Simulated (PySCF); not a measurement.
Structure with atom numbers: `[CH3:1][CH2:2][C:3]#[N:4]`. Hydrogens are named by the atom that carries them.

GIAO shifts from PySCF 2.14.0 with density-fitted response routines on PBE0-D3(BJ)/def2-SVP geometries (one conformer, non-relativistic, equivalent nuclei averaged), against TMS at the same level and in the same medium; PCM means IEF-PCM chloroform.

Measured (solution, not stated per compound (mostly CDCl3 or CCl4); Pretsch, Buehlmann, Badertscher, Structure Determination of Organic Compounds, 4th ed. (2009)): C2 10.8, C1 10.6, H(C2) 2.35, H(C1) 1.31 ppm.

Which unscaled values do PBE/pcSseg-2, gas; PBE0/pcSseg-1, PCM; WP04/pcSseg-1, PCM; wB97X-D/pcSseg-1, PCM give, and how close are they?

Results:


```csv
atoms,measured,"PBE/pcSseg-2, gas","PBE0/pcSseg-1, PCM","WP04/pcSseg-1, PCM","wB97X-D/pcSseg-1, PCM"
C2,10.8,13.8,12.8,16.0,12.7
C1,10.6,13.1,12.7,15.2,13.1
H(C2),2.35,2.22,2.31,2.32,2.26
H(C1),1.31,1.16,1.28,1.31,1.29
```

Mean absolute error for 13C: PBE/pcSseg-2, gas 2.8, PBE0/pcSseg-1, PCM 2.0, WP04/pcSseg-1, PCM 4.9, wB97X-D/pcSseg-1, PCM 2.2 ppm.

Mean absolute error for 1H: PBE/pcSseg-2, gas 0.14, PBE0/pcSseg-1, PCM 0.04, WP04/pcSseg-1, PCM 0.02, wB97X-D/pcSseg-1, PCM 0.06 ppm.
